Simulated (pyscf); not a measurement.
Thermochemistry of product channels of `[SiH3][SH]` + `[FH]` on the singlet surface, in kcal/mol, from ωB97M-D3(BJ)/def2-TZVP energies (ideal gas, 1 atm, RRHO with modes under 100 cm⁻¹ raised to 100, one conformer, R ln 2 for rigid chiral ones). PySCF, gas phase, ωB97X-D3(BJ)/def2-SVP geometries.

| products | ΔE | ΔH(298 K) | ΔG(600 K) | ΔG(1200 K) |
|---|---|---|---|---|
| `[SH2]` + `[F][SiH3]` | ___ | -19.3 | -18.9 | -17.3 |
| `[F][SiH2][SH]` + `[H][H]` | -29.3 | -31.4 | -29.1 | ___ |

**Question.** Fill in the missing entries.

**Answer.** 
- `[SH2]` + `[F][SiH3]`, ΔE: -18.5
- `[F][SiH2][SH]` + `[H][H]`, ΔG(1200 K): -27.6

These are energies of the channels, which say nothing of barriers.
